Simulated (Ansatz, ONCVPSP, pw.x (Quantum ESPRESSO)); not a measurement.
## W (Z = 74) (bcc): variants of one ONCV potential in the solid

```json
{"Element": "tungsten", "Generator": "ONCVPSP 4.0.1.1 (patched build)", "Type": "optimised norm-conserving Vanderbilt (ONCV)", "Functional": "PBE", "Relativity": "scalar-relativistic", "Frozen core": "[Xe] 4f14", "Valence charge": "6", "Reference configuration": "5d4 6s1.5 6p0.5", "Partial waves": "6s: rc 2.40 bohr, ncon 3, nbas 8, qcut 2.3 1/bohr, 2 projectors, debl 3.7 Ha; 6p: rc 3.90 bohr, ncon 4, nbas 7, qcut 2.3 1/bohr, 2 projectors, debl 3.6 Ha; 5d: rc 2.80 bohr, ncon 3, nbas 8, qcut 6 1/bohr, 3 projectors, debl 1 Ha", "Local potential": "polynomial inside 1.70 bohr (lpopt 5, dvloc0 0 Ha)", "Core correction": "Teter function fitted to the true core (icmod 2), fcfact 0.35"}
```

Crystal test: bcc W in pw.x 7.5, no spin, 14³ k-points, Fermi–Dirac smearing 0.01 Ry, cutoffs set for each file from its atomic test. The reference is all-electron LAPW (Ansatz 0.2.0) with the same functional, mesh and smearing; V0 and B0 come from Birch–Murnaghan fits to the pressures at five volumes. Errors are pseudo minus all-electron; Δ is the rms difference of the E(V) curves that follow from these fits, minima aligned, over ±6 % about the mean V0. Mesh and smearing are coarse, so the numbers serve the comparison and aren't converged zero-temperature values; the lattice is a test structure that the element need not adopt.

All-electron: a0 = 3.184 Å (V0 = 16.15 Å³/atom), B0 = 300.6 GPa.

Base: The largest radius (3.90 bohr) exceeds half the bond length (2.60 bohr), so the spheres overlap, which is one possible source of error among others. This is a poor potential for the solid. The generator flags a localised state at positive energy (s at 17 eV). Atomic configuration tests: 3 of 4 tests not solved or not reliable.

1 further variants are left out: they gave no file fit for a test, a broken result, the same result as the base, or pressures whose basis-set error rivals the error shown.

A dash in a converged row means that the minimum lies outside the volumes sampled.

| change | cutoffs (Ry) | pw.x | a0 (Å) | a0 error (%) | B0 error (%) | Δ (meV/atom) | mean pressure error (GPa) |
| --- | --- | --- | --- | --- | --- | --- | --- |
| base | 70/280 | converged | 3.179 | -0.17 | -12.5 | 6.5 | -1.58 |
| reference 5d4 6s1.5; wave 6p: rc 3.90 bohr, ncon 4, nbas 7, qcut 2.3 1/bohr, 2 projectors, debl 3.6 Ha becomes p scattering state at 0.36 Ha: rc 3.90 bohr, ncon 4, nbas 7, qcut 2.3 1/bohr, 2 projectors, debl 3.6 Ha | 70/280 | converged; energies reset by the program | – | – | – | – | +17.95 |
| local potential polynomial inside 1.70 bohr (lpopt 5, dvloc0 4 Ha) | 70/280 | converged | 3.172 | -0.38 | -15.4 | 12.4 | -3.07 |
| core correction Teter function, fcfact 4, rcfact 1.3 | 70/280 | converged | 3.183 | -0.06 | -12.1 | 3.8 | -0.70 |

**Question.** Give the row for: p: qcut 2.9.

**Answer.** pw.x: converged; mean pressure error (GPa): -9.81; a0 (Å): 3.148; a0 error (%): -1.13; B0 error (%): +0.8; Δ (meV/atom): 36.0.
